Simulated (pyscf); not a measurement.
Single points on ωB97X-D3(BJ)/def2-SVP structures (PySCF, gas phase).

Task: Estimate by transition-state theory (the high-pressure limit) the rate constant of :HSi–SeH (SMILES [SiH][SeH]) [singlet] + H₂ (SMILES [H][H]) -> H₃Si–SeH (SMILES [SiH3][SeH]) (singlet surface; H–H broken, H–Si, H–Si formed) at 900 K, with ωB97M-D3(BJ)/def2-TZVP energies (ideal gas, 1 atm, RRHO with modes under 100 cm⁻¹ raised to 100, one conformer, R ln 2 for chiral ones without a mode under 150 cm⁻¹; no tunnelling).

Result: The electronic barrier is 16.8 kcal/mol and the thermal terms add +25.8, so ΔG‡ = 42.7 kcal/mol. With k_BT/h = 1.88e+13 s⁻¹ and RT = 1.788 kcal/mol, and a volume of 1.23e-19 cm³ per molecule at 1 atm, k = 1.0e-16 cm³ molecule⁻¹ s⁻¹. The product is born with the 58 kcal/mol of the reverse barrier and needs collisions to keep. Wigner's tunnelling factor for 1238i cm⁻¹ would be 1.16. A shift of 1 kcal/mol in the barrier changes k by a factor 1.7. :HSi–SeH [singlet] lies 12.1 kcal/mol over its isomer H₂Si=Se (electronic energy, ωB97M-D3(BJ)/def2-TZVP). This is the saddle that the search found; another between the same sides may lie lower. Elements up to Kr have no core potential and no relativistic terms here.
